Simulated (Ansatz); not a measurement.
# P4 (SMILES p12p3p1p23): one structure at several levels

The task here is to estimate one member of a computed series from the others.

Method: single points in def2-TZVPP; program: Ansatz 0.2.0, Gaussian basis.

Cores are frozen in the correlated methods.

### Where the work starts

SMILES `p12p3p1p23`, 4 atoms, charge 0, spin multiplicity 1.

Atoms are counted from 1 here; the program's logs count them from 0.

Bond lengths: P1–P2 2.227 Å, P1–P3 2.190 Å, P1–P4 2.173 Å, P2–P4 2.202 Å, P3–P4 2.196 Å. Angles: P2–P1–P3 61.3°, P2–P1–P4 60.1°, P3–P1–P4 60.4°, P1–P2–P4 58.7°, P1–P3–P4 59.4°, P1–P4–P2 61.2°, P1–P4–P3 60.2°, P2–P4–P3 61.6°.

Geometry (Å):

```xyz
4
charge 0, multiplicity 1
P    -0.73815   -0.10068    1.11252
P     1.33146    0.12975    0.32372
P    -0.20813   -1.10797   -0.75881
P    -0.38518    1.07892   -0.67744
```

Set-up of the first run:

Input file run/in.yaml:

```yaml
crystal:
  periodic: [false, false, false]
  atoms:
    - {symbol: P, position_ang: [-0.738150, -0.100681, 1.112517]}
    - {symbol: P, position_ang: [1.331459, 0.129749, 0.323725]}
    - {symbol: P, position_ang: [-0.208133, -1.107974, -0.758810]}
    - {symbol: P, position_ang: [-0.385176, 1.078916, -0.677441]}
basis:
  gaussian: {orbitals: def2-TZVPP}
hamiltonian: {xc: pbe, dispersion: d4}
output: {forces: true}
```

Run with:

```console
ansatz run in.yaml --threads 2 --pin off --events-out ev --progress --plain --max-ram 3481MiB
```

Among the steps run: PBE-D4/def2-TZVPP; r2SCAN-D4/def2-TZVPP; PBE0-D4/def2-TZVPP; wB97M-V/def2-TZVPP; CCSD(T)/def2-TZVPP.

One of the session's tables, all rows but one given; the rest of the session is left out.

```
   method  RMS force component (eV/Å)  angle to CCSD(T) forces (°)
   PBE-D4                       0.314                          0.8
r2SCAN-D4                       0.388                         41.6
  PBE0-D4                           ?                            ?
  wB97M-V                       0.449                         52.9
  CCSD(T)                       0.310                    reference
```

Q: Estimate the row for PBE0-D4 from the others.

**Answer.** RMS force component (eV/Å): 0.462; angle to CCSD(T) forces (°): 53.0. In the column «RMS force component (eV/Å)» it is the highest.
